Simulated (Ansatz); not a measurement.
Pulling the pair apart

The pair of OH⁻ (SMILES [OH-], atoms 1–2) and HCl (SMILES Cl, atoms 3–4), both closed shells, in one local arrangement (a lower one may exist), relaxed at PBE0-D4/def2-TZVPD:

| atom | x (Å) | y (Å) | z (Å) |
| --- | --- | --- | --- |
| O1 | -0.1538 | -0.3461 | -1.5238 |
| H2 | 0.3488 | 0.4331 | -1.7840 |
| Cl3 | -0.1040 | -0.0977 | 0.9987 |
| H4 | -0.0911 | 0.0107 | 2.3091 |

HCl is shifted rigidly along the line between the mean atom positions of the two fragments (negative: closer). Counterpoise interaction energies in kcal/mol. Program: Ansatz 0.2.0. Basis: def2-TZVPPD. Cores are frozen in the correlated methods.

```json
{"shift (Å)": "-0.25", "wB97M-V": "-2.20", "r2SCAN-D4": "-6.78", "HF": "4.52"}
{"shift (Å)": "-0.13", "wB97M-V": "-4.05", "r2SCAN-D4": "-8.06", "HF": "1.52"}
{"shift (Å)": "0.00", "wB97M-V": "-4.88", "r2SCAN-D4": "-8.35", "HF": "-0.25"}
{"shift (Å)": "0.13", "wB97M-V": "-5.06", "r2SCAN-D4": "-8.07", "HF": "-1.21"}
{"shift (Å)": "0.30", "wB97M-V": "-4.72", "r2SCAN-D4": "-7.20", "HF": "-1.72"}
{"shift (Å)": "0.63", "wB97M-V": "-3.42", "r2SCAN-D4": "-5.19", "HF": "-1.49"}
{"shift (Å)": "1.27", "wB97M-V": "-1.22", "r2SCAN-D4": "-2.27", "HF": "-0.28"}
{"shift (Å)": "2.54", "wB97M-V": "0.43", "r2SCAN-D4": "-0.18", "HF": "0.77"}
```

Problem. What does CCSD(T) give at these shifts? (To be estimated.)

Solution. The calculation gives: -0.33, -2.46, -3.53, -3.94, -3.87, -2.94, -1.08, 0.44 kcal/mol. For zero shift, CCSD(T) at an estimated basis limit (MP2 extrapolated from triple and quadruple zeta, plus CCSD(T) − MP2 in triple zeta) gives -4.69 kcal/mol. These are counterpoise interaction energies, counted from the two frozen fragments.

The T1 diagnostic stays at or below 0.021.

For scale, one of the runs: CCSD(T)/def2-TZVPPD, 125 basis functions, launched by `ansatz run in.yaml --threads 2 --pin off --events-out ev --progress --plain --max-ram 5222MiB`. The run took about 2.6 s on 2 CPU threads of an Intel Xeon 6975P-C (shared host).
